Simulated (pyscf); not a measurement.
This saddle point was located with ωB97X-D3(BJ)/def2-SVP in PySCF.

```
N
H 1 1.0190
H 1 1.0210 2 109.45
N 1 1.4219 2 110.61 3 -127.70
H 4 1.0256 1 105.87 2 147.27
H 4 1.6923 5 113.93 1 -103.82
Ga 6 1.6074 4 91.01 5 74.11
H 7 1.5970 6 129.33 4 -66.67
```

Surface: singlet, charge 0. Lowest wavenumbers (cm⁻¹): 1130i, 313, 368, 420, 489.

Name the species on either side of this saddle.

H₂N–NH₂ + GaH [singlet] ⇌ H₂N–NH–GaH₂, an insertion read from left to right: H–N broken and Ga–N, Ga–H formed. At CCSD(T)/def2-TZVPP + ΔMP2(QZVPP) it lies +0.90 eV from the left side and +2.17 eV from the right (each side as separated species at their lowest minima found). On the reactant side the descent ends in an adduct with a Ga–N contact, 0.61 eV under the separated species and 1.74 eV under the saddle at ωB97X-D3(BJ)/def2-TZVP. On the product side the descent ends in a point that may be a rotor saddle (no frequency run), 0.18 eV over the lowest minimum found and 2.29 eV under the saddle at ωB97X-D3(BJ)/def2-TZVP. At ωB97X-D3(BJ)/def2-TZVP the barrier from the zero used here is 1.13 eV. H₂N–NH–GaH₂ lies 2.19 eV over its isomer H₂N–GaH–NH₂ (electronic energy, ωB97M-D3(BJ)/def2-TZVP). One saddle was located; it need not be the lowest between these sides. The CCSD(T) − MP2 part came from Ansatz, without density fitting, on the same reference. The frozen core leaves the outer d or s,p core shells of the metals and heavy elements correlated in the MP2 and CC values, and def2-TZVPP describes them poorly, which can shift differences by a few kcal/mol. Elements up to Kr have no core potential and no relativistic terms here.
